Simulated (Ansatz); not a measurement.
Z-matrix (Å, degrees):
```
O
Si 1 1.509
```

Total charge 0; spin multiplicity 1.

List the CAM-B3LYP/def2-TZVPP orbital energies in eV (Ansatz). (Best estimate.)

Computed: Occupied: -1801.95, -521.95, -146.46, -101.83, -101.83, -101.64, -27.73, -13.77, -10.86, -10.86, -10.18. Lowest empty: -0.84, -0.84, 1.79, 5.62, 6.17, 6.17, 6.92, 6.92.
